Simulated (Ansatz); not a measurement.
# SiNH2+ (SMILES [NH+]#[SiH]): functionals against CCSD(T) at one geometry

The atoms stand at a structure displaced at random from a GFN2-xTB minimum. How far do the functionals agree with CCSD(T) there?

Method: single points in def2-TZVPP; program: Ansatz 0.2.0, Gaussian basis.

Cores are frozen in the correlated methods.

### Step 1. The system as given

SMILES `[NH+]#[SiH]`, 4 atoms, charge 1, spin multiplicity 1.

Atoms are counted from 1 here; the program's logs count them from 0.

Bond lengths: N1–Si2 1.648 Å, N1–H3 0.999 Å, Si2–H4 1.381 Å. Angles: Si2–N1–H3 169.4°, N1–Si2–H4 173.1°.

Geometry (Å):

```xyz
4
charge 1, multiplicity 1
N     0.3335   -0.6636    0.6561
Si   -0.1842    0.5139   -0.3736
H     0.7305   -1.2385    1.3696
H    -0.4679    1.4932   -1.3058
```

### Step 2. CCSD(T)/def2-TZVPP

run/in.yaml

```yaml
crystal:
  periodic: [false, false, false]
  atoms:
    - {symbol: N, position_ang: [0.333500, -0.663600, 0.656100]}
    - {symbol: Si, position_ang: [-0.184200, 0.513900, -0.373600]}
    - {symbol: H, position_ang: [0.730500, -1.238500, 1.369600]}
    - {symbol: H, position_ang: [-0.467900, 1.493200, -1.305800]}
basis:
  gaussian: {orbitals: def2-TZVPP}
total_charge: 1
correlation: {method: ccsd_t}
output: {forces: true}
```

No record of the launch command was kept for these runs.

### Step 3. PBE0-D4/def2-TZVPP

run/in.yaml: that of step 2 with these lines changed.

```diff
@@ -10,3 +10,3 @@
 total_charge: 1
-correlation: {method: ccsd_t}
-output: {forces: true}
+hamiltonian: {xc: pbe0, dispersion: d4}
+output: {forces: true, orbitals: {seedname: orbitals}}
```

### Step 4. wB97M-V/def2-TZVPP

run/in.yaml: that of step 3 with these lines changed.

```diff
@@ -10,3 +10,3 @@
 total_charge: 1
-hamiltonian: {xc: pbe0, dispersion: d4}
-output: {forces: true, orbitals: {seedname: orbitals}}
+hamiltonian: {xc: {name: wB97M-V}}
+output: {forces: true}
```

### Step 5. r2SCAN-D4/def2-TZVPP

run/in.yaml: that of step 4 with these lines changed.

```diff
@@ -10,3 +10,3 @@
 total_charge: 1
-hamiltonian: {xc: {name: wB97M-V}}
+hamiltonian: {xc: r2scan, dispersion: d4}
 output: {forces: true}
```

### Step 6. PBE-D4/def2-TZVPP

run/in.yaml: that of step 5 with these lines changed.

```diff
@@ -10,3 +10,3 @@
 total_charge: 1
-hamiltonian: {xc: r2scan, dispersion: d4}
+hamiltonian: {xc: pbe, dispersion: d4}
 output: {forces: true}
```

### Step 7. BHLYP-D4/def2-TZVPP

run/in.yaml: that of step 6 with these lines changed.

```diff
@@ -10,3 +10,3 @@
 total_charge: 1
-hamiltonian: {xc: pbe, dispersion: d4}
+hamiltonian: {xc: {name: BHLYP}, dispersion: d4}
 output: {forces: true}
```

### Step 8. CAM-B3LYP-D4/def2-TZVPP

run/in.yaml: that of step 7 with these lines changed.

```diff
@@ -10,3 +10,3 @@
 total_charge: 1
-hamiltonian: {xc: {name: BHLYP}, dispersion: d4}
+hamiltonian: {xc: {name: CAM-B3LYP}, dispersion: d4}
 output: {forces: true}
```

(Steps that only read results are left out.)

What does the calculation give? Wanted: energy less free atoms, CCSD(T)/def2-TZVPP; RMS force component; RMS force error; HOMO and LUMO, PBE0-D4; T1 diagnostic.

As calculated:

```
                                  quantity                                                                                                 value
energy less free atoms, CCSD(T)/def2-TZVPP                                                                                         -217.1 kJ/mol
                       RMS force component                                                                  3.128 to 3.907 eV/Å over the methods
                           RMS force error  PBE0-D4 0.519, wB97M-V 0.566, r2SCAN-D4 0.341, PBE-D4 0.178, BHLYP-D4 0.818, CAM-B3LYP-D4 0.651 eV/Å
                    HOMO and LUMO, PBE0-D4                                                                                   -14.84 and -9.49 eV
                             T1 diagnostic                                                                                                 0.032
```

What this shows: Against CCSD(T) the functionals' energies less atoms differ by -72.7 to +42.9 kJ/mol, PBE-D4 by -72.7 kJ/mol. A larger basis would deepen the CCSD(T) value, while the functionals are nearly converged already, so the order here is not reliable. For forces PBE-D4 does best and BHLYP-D4 worst. Frozen-core CCSD(T) forces in triple zeta carry basis errors of their own, and this is one geometry, so small gaps rank nothing. The T1 diagnostic is large here, over the usual mark for main-group molecules (transition-metal compounds often pass it harmlessly), so CCSD(T) itself may be off. The restricted Hartree–Fock reference is unstable towards an unrestricted one at one or more of these structures.
